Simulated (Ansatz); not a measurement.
Cost and result for the atomization energy of CH5BO, SMILES `CBO` (8 atoms, 7 bonds).

Charge 0, multiplicity 1. The structure was optimised at the PBE0-D4/def2-TZVP level. It is one conformer, not always the lowest. Program: Ansatz. Hardware: A = 2 threads of an AMD EPYC 7R13 on a shared host; B = 2 threads of an AMD EPYC 7R13 on a shared host and a share of an NVIDIA H100 80 GB. Times are those of one run each, without the atoms' runs, and a repeat can differ threefold. Electronic energies, without spin–orbit coupling; frozen cores. CCSD(T)/CBS extrapolates def2-TZVPP and def2-QZVPP, and its time is that of the two runs behind it. T1 = 0.012. B3LYP takes the VWN-RPA correlation (the form of Gaussian; ORCA's B3LYP/G).

CCSD(T)/CBS is a level of theory with its own doubt, some kJ/mol a heavy atom from the limit and from the frozen cores, so smaller differences don't rank the functionals.

```
                                 level  functions  wall time  atomization (kcal/mol)  difference from CCSD(T)/CBS  per bond
                PBE0-D4/def2-TZVPP [A]        163      1.4 s                   742.6                          2.1       0.3
   PBE-D4/def2-TZVPP (with forces) [A]        163      1.4 s                   753.5                         13.0       1.9
 B3LYP-D4/def2-TZVPP (with forces) [A]        163      1.8 s                   744.1                          3.6       0.5
r2SCAN-D4/def2-TZVPP (with forces) [A]        163      2.3 s                   745.5                          5.0       0.7
                 B2PLYP/def2-TZVPP [A]        163      2.6 s                   737.9                         -2.6      -0.4
                ωB97X-V/def2-TZVPP [A]        163      3.6 s                   742.0                          1.5       0.2
  ωB97M-V/def2-TZVPP (with forces) [A]        163      4.6 s                   745.4                          4.9       0.7
                CCSD(T)/def2-TZVPP [A]        163       17 s                   725.5                        -15.0      -2.2
                CCSD(T)/def2-QZVPP [B]        321       20 s                   734.4                         -6.1      -0.9
                     CCSD(T)/CBS(def2)          –       36 s                   740.5                          0.0       0.0
```

In def2-TZVPP, CCSD(T) changes the Hartree–Fock value by +160.4 kcal/mol (the triples alone add +8.2 kcal/mol) and MP2 by +171.2 kcal/mol; breaking electron pairs costs correlation energy, which Hartree–Fock lacks. The D4 term adds +3.2 kcal/mol with B3LYP and +1.6 kcal/mol with PBE0; it sums over pairs of atoms, weighted by their polarisabilities, and B3LYP, whose exchange is more repulsive, gets the larger term. From PBE to PBE0 (25 % exact exchange), in def2-TZVPP and without D4, the atomization energy moves by −10.6 kcal/mol: exact exchange takes away binding that semilocal exchange gives to molecules.
